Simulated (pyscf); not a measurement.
Optimised with ωB97X-D3(BJ)/def2-SVP in PySCF.

Estimate by transition-state theory the rate constant of O=V(Cl)(Cl)–Cl (SMILES [O]=[V]([Cl])([Cl])[Cl]) + NH₃ (SMILES N) → H₂N–V(=O)(Cl)–Cl (SMILES [NH2][V](=[O])([Cl])[Cl]) + HCl (SMILES Cl) (singlet surface; Cl–V, H–N broken, N–V, Cl–H formed) at 600 K, with ωB97M-D3(BJ)/def2-TZVP energies (ideal gas, 1 atm, RRHO with modes under 100 cm⁻¹ raised to 100, one conformer, R ln 2 for chiral ones without a mode under 150 cm⁻¹; no tunnelling).

The electronic barrier is 20.6 kcal/mol and the thermal terms add +17.9, so ΔG‡ = 38.5 kcal/mol. With k_BT/h = 1.25e+13 s⁻¹ and RT = 1.192 kcal/mol, and a volume of 8.18e-20 cm³ per molecule at 1 atm, k = 1.0e-20 cm³ molecule⁻¹ s⁻¹. Wigner's tunnelling factor for 633i cm⁻¹ would be 1.10. A shift of 1 kcal/mol in the barrier changes k by a factor 2.3. On the reactant side the descent ends in an adduct with a N–V contact (not fully relaxed), 18.3 kcal/mol under the separated species and 38.1 kcal/mol under the saddle at ωB97X-D3(BJ)/def2-TZVP. On the product side the descent ends in a complex (not fully relaxed), 5.5 kcal/mol under the separated species and 17.1 kcal/mol under the saddle at ωB97X-D3(BJ)/def2-TZVP. What is counted as formed (N–V) is already present as a longer contact in the reactant adduct; forming that adduct is a step of its own. This is the saddle that the search found; another between the same sides may lie lower.
